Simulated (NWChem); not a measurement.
The numbers come from NWChem runs, not from measurements. System: ethanethiol (C$_{2}$H$_{6}$S), charge 0, spin multiplicity 1, at a geometry optimised with B3LYP/def2-SVP. Level: RHF/def2-SVP.

The NWChem input:

```
start mol
memory heap 200 mb stack 900 mb global 1100 mb
geometry units angstroms nocenter noautoz noautosym
  C     -1.482804     0.769460    -0.251562
  C     -0.545505    -0.416850    -0.445231
  S      1.073112    -0.261958     0.413996
  H     -2.451504     0.583243    -0.746286
  H     -1.057843     1.689594    -0.684774
  H     -1.669544     0.957148     0.816934
  H     -0.982268    -1.334661    -0.020356
  H     -0.365853    -0.617541    -1.513006
  H      1.527064     0.797888    -0.295685
end
basis spherical
  * library def2-svp
end
scf
  rhf
  nopen 0
  maxiter 100
  thresh 1e-7
  semidirect memsize 60000000 filesize 0
end
task scf energy
```

Part of the output:

```
             Northwest Computational Chemistry Package (NWChem) 7.3.0
             --------------------------------------------------------

                                NWChem Input Module
                                -------------------

 Scaling coordinates for geometry "geometry" by  1.889725989
 (inverse scale =  0.529177249)

                             Geometry "geometry" -> ""
                             -------------------------

 Output coordinates in angstroms (scale by  1.889725989 to convert to a.u.)

  No.       Tag          Charge          X              Y              Z
 ---- ---------------- ---------- -------------- -------------- --------------
    1 C                    6.0000    -1.48280400     0.76946000    -0.25156200
    2 C                    6.0000    -0.54550500    -0.41685000    -0.44523100
    3 S                   16.0000     1.07311200    -0.26195800     0.41399600
    4 H                    1.0000    -2.45150400     0.58324300    -0.74628600
    5 H                    1.0000    -1.05784300     1.68959400    -0.68477400
    6 H                    1.0000    -1.66954400     0.95714800     0.81693400
    7 H                    1.0000    -0.98226800    -1.33466100    -0.02035600
    8 H                    1.0000    -0.36585300    -0.61754100    -1.51300600
    9 H                    1.0000     1.52706400     0.79788800    -0.29568500

 Effective nuclear repulsion energy (a.u.)     106.3998438489

            Nuclear Dipole moment (a.u.)
            ----------------------------
        X                 Y               Z
 ---------------- ---------------- ----------------
    -0.0000188973     0.0000056692     0.0000094486


 Summary of "ao basis" -> "" (spherical)
 ------------------------------------------------------------------------------
       Tag                 Description            Shells   Functions and Types
 ---------------- ------------------------------  ------  ---------------------
 *                          def2-svp                  on all atoms

 Summary of "ao basis" -> "ao basis" (spherical)
 ------------------------------------------------------------------------------
       Tag                 Description            Shells   Functions and Types
 ---------------- ------------------------------  ------  ---------------------
 C                          def2-svp                 6       14   3s2p1d
 S                          def2-svp                 8       18   4s3p1d
 H                          def2-svp                 3        5   2s1p

                                 NWChem SCF Module
                                 -----------------

  ao basis        = "ao basis"
  functions       =    76
  atoms           =     9
  closed shells   =    17
  open shells     =     0
  charge          =   0.00
  wavefunction    = RHF
  use symmetry    = F
  symmetry adapt  = F

 Summary of "ao basis" -> "ao basis" (spherical)
 ------------------------------------------------------------------------------
       Tag                 Description            Shells   Functions and Types
 ---------------- ------------------------------  ------  ---------------------
 C                          def2-svp                 6       14   3s2p1d
 S                          def2-svp                 8       18   4s3p1d
 H                          def2-svp                 3        5   2s1p

 Forming initial guess at       0.1s

      Superposition of Atomic Density Guess
      -------------------------------------

 Sum of atomic energies:        -475.59261355

      Non-variational initial energy
      ------------------------------

 Total energy =    -477.200450
 1-e energy   =    -864.024525
 2-e energy   =     280.424232
 HOMO         =      -0.283608
 LUMO         =       0.071178

 Starting SCF solution at       0.6s

 ----------------------------------------------
         Quadratically convergent ROHF

 Convergence threshold     :          1.000E-07
 Maximum no. of iterations :          100
 Final Fock-matrix accuracy:          1.000E-09
 ----------------------------------------------

              iter       energy          gnorm     gmax       time
             ----- ------------------- --------- --------- --------
                 1     -476.5387610177  5.98D-01  1.68D-01      0.7
                 2     -476.5715013586  1.81D-01  3.83D-02      0.7
                 3     -476.5746178429  1.11D-02  2.25D-03      0.8
                 4     -476.5746325108  6.80D-05  1.41D-05      1.0
                 5     -476.5746325115  3.67D-09  9.10D-10      1.3

       Final RHF  results
       ------------------

         Total SCF energy =   -476.574632511509
      One-electron energy =   -866.679971561437
      Two-electron energy =    283.705495201001
 Nuclear repulsion energy =    106.399843848927

        Time for solution =      0.7s

             Final eigenvalues
             -----------------

              1
    1  -91.9094
    2  -11.2673
    3  -11.2358
    4   -8.9443
    5   -6.6323
    6   -6.6309
    7   -6.6287
    8   -1.0572
    9   -0.9336
   10   -0.8112
   11   -0.6324
   12   -0.5885
   13   -0.5532
   14   -0.5218
   15   -0.4929
   16   -0.4422
   17   -0.3529
   18    0.1588
   19    0.2003
   20    0.2194
   21    0.2385
   22    0.2411
   23    0.2752
   24    0.2773
   25    0.3752
   26    0.5268
   27    0.5697

                       ROHF Final Molecular Orbital Analysis
                       -------------------------------------

 Vector   15  Occ=2.000000D+00  E=-4.928637D-01
              MO Center= -4.3D-01,  4.7D-02, -2.4D-01, r^2= 3.1D+00
   Bfn.  Coefficient  Atom+Function         Bfn.  Coefficient  Atom+Function
  ----- ------------  ---------------      ----- ------------  ---------------
    62      0.295438  7 H  s                 52      0.235869  5 H  s
    19     -0.219094  2 C  py                72      0.214246  9 H  s
    18     -0.185958  2 C  px                 5      0.180759  1 C  py

 Vector   16  Occ=2.000000D+00  E=-4.422273D-01
              MO Center=  5.0D-01, -2.2D-01,  2.1D-01, r^2= 2.9D+00
   Bfn.  Coefficient  Atom+Function         Bfn.  Coefficient  Atom+Function
  ----- ------------  ---------------      ----- ------------  ---------------
    41      0.303211  3 S  pz                32      0.277802  3 S  s
    38      0.251852  3 S  pz                39      0.239252  3 S  px
    18     -0.211179  2 C  px                36      0.209420  3 S  px
    20     -0.184392  2 C  pz                31      0.183726  3 S  s
    40     -0.161149  3 S  py                47     -0.153831  4 H  s

 Vector   17  Occ=2.000000D+00  E=-3.528607D-01
              MO Center=  9.3D-01, -2.3D-01,  3.3D-01, r^2= 1.8D+00
   Bfn.  Coefficient  Atom+Function         Bfn.  Coefficient  Atom+Function
  ----- ------------  ---------------      ----- ------------  ---------------
    41      0.442408  3 S  pz                40      0.421238  3 S  py
    38      0.291051  3 S  pz                39     -0.290901  3 S  px
    37      0.271424  3 S  py                36     -0.182044  3 S  px
    35      0.164890  3 S  pz                34      0.154062  3 S  py

 Vector   18  Occ=0.000000D+00  E= 1.587798D-01
              MO Center= -2.7D-02,  2.5D-01, -4.5D-01, r^2= 6.1D+00
   Bfn.  Coefficient  Atom+Function         Bfn.  Coefficient  Atom+Function
  ----- ------------  ---------------      ----- ------------  ---------------
    17      1.489871  2 C  s                  3      1.247215  1 C  s
    68     -0.892698  8 H  s                 73     -0.834267  9 H  s
    63     -0.761360  7 H  s                 53     -0.752354  5 H  s
    58     -0.578847  6 H  s                 40      0.529678  3 S  py
    48     -0.511898  4 H  s                 39      0.448474  3 S  px

 Vector   19  Occ=0.000000D+00  E= 2.002604D-01
              MO Center= -1.9D-01,  2.6D-01, -2.9D-01, r^2= 7.1D+00
   Bfn.  Coefficient  Atom+Function         Bfn.  Coefficient  Atom+Function
  ----- ------------  ---------------      ----- ------------  ---------------
     3      1.402288  1 C  s                 73      1.221952  9 H  s
    48     -1.054633  4 H  s                 32     -1.025666  3 S  s
    17      1.008850  2 C  s                 63     -0.902176  7 H  s
    58     -0.626821  6 H  s                 41      0.551702  3 S  pz
    40     -0.513453  3 S  py                 7     -0.427365  1 C  px

 Vector   20  Occ=0.000000D+00  E= 2.193550D-01
              MO Center= -1.0D+00,  3.1D-01, -4.0D-01, r^2= 6.8D+00
   Bfn.  Coefficient  Atom+Function         Bfn.  Coefficient  Atom+Function
  ----- ------------  ---------------      ----- ------------  ---------------
     3      2.983707  1 C  s                 17     -2.709158  2 C  s
    53     -1.214752  5 H  s                 63      1.114048  7 H  s
    48     -1.054683  4 H  s                 68      0.865360  8 H  s
    58     -0.792553  6 H  s                 32      0.614359  3 S  s
    39     -0.552977  3 S  px                41     -0.271232  3 S  pz

 center of mass
 --------------
 x =   0.15024295 y =  -0.06252790 z =   0.07350919

 moments of inertia (a.u.)
 ------------------
         110.369846858749          78.074950002395         -81.153218043124
          78.074950002395         330.177027882402          12.743714432881
         -81.153218043124          12.743714432881         350.368762210486

  Mulliken analysis of the total density
  --------------------------------------

    Atom       Charge   Shell Charges
 -----------   ------   -------------------------------------------------------
    1 C    6     6.03   1.99  0.86  0.22  2.03  0.90  0.04
    2 C    6     6.18   1.99  0.87  0.31  2.00  0.96  0.05
    3 S   16    16.12   2.00  1.99  1.16  0.70  5.94  1.75  2.51  0.08
    4 H    1     0.96   0.75  0.18  0.02
    5 H    1     0.97   0.75  0.19  0.02
    6 H    1     0.95   0.75  0.18  0.02
    7 H    1     0.92   0.75  0.15  0.02
    8 H    1     0.93   0.75  0.15  0.02
    9 H    1     0.95   0.72  0.20  0.03

       Multipole analysis of the density wrt the origin
       ------------------------------------------------

     L   x y z        total         open         nuclear
     -   - - -        -----         ----         -------
     0   0 0 0     -0.000000      0.000000     34.000000

     1   1 0 0     -0.444615      0.000000     -0.000019
     1   0 1 0      0.229107      0.000000      0.000006
     1   0 0 1     -0.455880      0.000000      0.000009

     2   2 0 0    -20.703831      0.000000    166.946237
     2   1 1 0      1.754170      0.000000    -42.991866
     2   1 0 1     -0.628411      0.000000     43.265532
     2   0 2 0    -20.435162      0.000000     45.007132
     2   0 1 1     -0.431172      0.000000     -6.669921
     2   0 0 2    -21.091603      0.000000     29.931368

 Task  times  cpu:        1.3s     wall:        1.3s

 Total times  cpu:        1.3s     wall:        1.3s
```
